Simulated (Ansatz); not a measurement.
# BFH₂S: geometry optimisation

The task is to find a stationary geometry of BFH₂S.

Program: Ansatz 0.2.0, Gaussian basis. Level of theory: RKS PBE0-D4/def2-TZVP. These are calculated values, not measurements.

Plan: relaxation at PBE0-D4/def2-TZVP.

1 further run of the same task is left out (set aside as unsound or not needed).

### Step 1. The starting structure

SMILES `FBS`, 5 atoms, charge 0, spin multiplicity 1.

Atoms are counted from 1 here; the program's logs count them from 0.

Bond lengths: F1–B2 1.319 Å, B2–S3 1.773 Å, B2–H4 1.168 Å, S3–H5 1.328 Å. Angles: F1–B2–S3 119.5°, F1–B2–H4 119.3°, S3–B2–H4 121.3°, B2–S3–H5 97.0°.

Coordinates:

```mol
BFH2S
  3D, bonds by distance, orders not assigned

  5  4  0  0  0  0  0  0  0  0999 V2000
   -1.3631    0.2493   -0.3302 F   0  0
   -0.3571   -0.3534    0.2731 B   0  0
    1.3015    0.1847   -0.0474 S   0  0
   -0.5775   -1.2318    1.0102 H   0  0
    0.9961    1.1513   -0.9057 H   0  0
  1  2  8  0
  2  3  8  0
  2  4  8  0
  3  5  8  0
M  END
```

The start is a GFN2-xTB geometry.

### Step 2. Optimising with PBE0-D4/def2-TZVP

Contents of in.yaml:

```yaml
crystal:
  periodic: [false, false, false]
  atoms:
    - {symbol: F, position_ang: [-1.363060, 0.249280, -0.330220]}
    - {symbol: B, position_ang: [-0.357130, -0.353420, 0.273130]}
    - {symbol: S, position_ang: [1.301510, 0.184660, -0.047390]}
    - {symbol: H, position_ang: [-0.577450, -1.231800, 1.010180]}
    - {symbol: H, position_ang: [0.996130, 1.151270, -0.905710]}
basis:
  gaussian: {orbitals: def2-TZVP}
hamiltonian: {xc: pbe0, dispersion: d4}
relax: {f_tol: 0.005, max_steps: 150}
```

Run with:

```
> ansatz run in.yaml --threads 2 --pin off --events-out ev --progress --plain --max-ram 20480MiB --backend cpu
```

**Question.** What will the summary of the whole plan be? Wanted: point group; shift from the start; total energy; dispersion term; dipole moment.

The runs gave:

| quantity | value |
| --- | --- |
| point group | Cs |
| steps | 6 |
| shift from the start (rms) | 0.022 Å |
| total energy | -14257.7133 eV |
| dispersion term | -55 meV |
| dipole moment | 0.55 D |

The atoms moved 0.022 Å (rms) from the start; the bond that changed most is B2–H4, from 1.168 to 1.194 Å. No vibrations were run, so it is not proven to be a minimum. The largest Mulliken charge, +0.25 e, sits on B2.
